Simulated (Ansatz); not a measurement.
This geometry of C$_{3}$H$_{5}$N (9 atoms, charge 0, multiplicity 1) is a first-order saddle point.

Computed with RKS r2SCAN-D4/def2-SVP in Ansatz 0.2.0.

```xyz
9
Properties=species:S:1:pos:R:3
N -0.283 1.373 -0.688
C 0.130 0.201 -0.172
C 1.018 -0.741 0.035
C -0.346 -0.932 0.666
H 0.335 1.947 -1.245
H -1.225 1.698 -0.525
H 2.014 -1.154 -0.083
H -0.489 -0.779 1.754
H -1.065 -1.659 0.241
```

Task: Which two structures does it join? (They come from a converged band through this point; their orientation in space is the band's.)

Result: No bond is made or broken. The height of N1 over the plane of its neighbours goes from -0.21 to 0.21 Å. The two ends are copies of one structure, up to a mirror image or an exchange of like atoms.

Image 0:

```xyz
9
Properties=species:S:1:pos:R:3
N -0.342 1.304 -0.819
C 0.113 0.194 -0.191
C 1.022 -0.715 0.057
C -0.349 -0.932 0.663
H 0.346 1.940 -1.208
H -1.160 1.753 -0.424
H 2.012 -1.138 -0.079
H -0.518 -0.763 1.744
H -1.036 -1.691 0.240
```

Image 10:

```xyz
9
Properties=species:S:1:pos:R:3
N -0.245 1.455 -0.558
C 0.131 0.223 -0.142
C 1.008 -0.735 0.020
C -0.347 -0.928 0.669
H 0.324 1.904 -1.268
H -1.240 1.630 -0.638
H 2.004 -1.150 -0.100
H -0.467 -0.811 1.764
H -1.081 -1.635 0.235
```

Task: How far does it lie above each of them?

Result: 0.3 kcal/mol above the first and 0.3 kcal/mol above the second. This is the barrier of this one path; another mechanism may lie lower.

The run took 4 min on 1 thread of Arm Neoverse V1 (shared host), peak memory 0.16 GiB.
